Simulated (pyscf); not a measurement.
O=Ta(OH)(OH)–OH + hydrogen (H₂) → O=Ta(OH)(OH)–OH + hydrogen (H₂) (concerted two-bond exchange; singlet surface; H–O, H–H broken, H–O, H–H formed). Optimised with ωB97X-D3(BJ)/def2-SVP in PySCF. Energies in kcal/mol from the separated reactants.

```csv
level,barrier,reaction energy
ωB97X-D3(BJ)/def2-TZVP,(withheld),0.0
PBE/def2-TZVP,(withheld),0.0
r²SCAN/def2-TZVP,26.1,0.0
PBE0-D3(BJ)/def2-TZVP,27.3,0.0
M06-2X/def2-TZVP,34.4,0.0
ωB97M-D3(BJ)/def2-TZVP,33.2,0.0
```

Question: What belongs in the gaps?

Answer: 
- ωB97X-D3(BJ)/def2-TZVP, barrier: 33.0
- PBE/def2-TZVP, barrier: 23.7

The functionals in the table span 10.8 kcal/mol in this barrier, from PBE to M06-2X. One saddle was located; it need not be the lowest between these sides. Elements past Kr carry the def2 core potentials, without spin-orbit coupling.
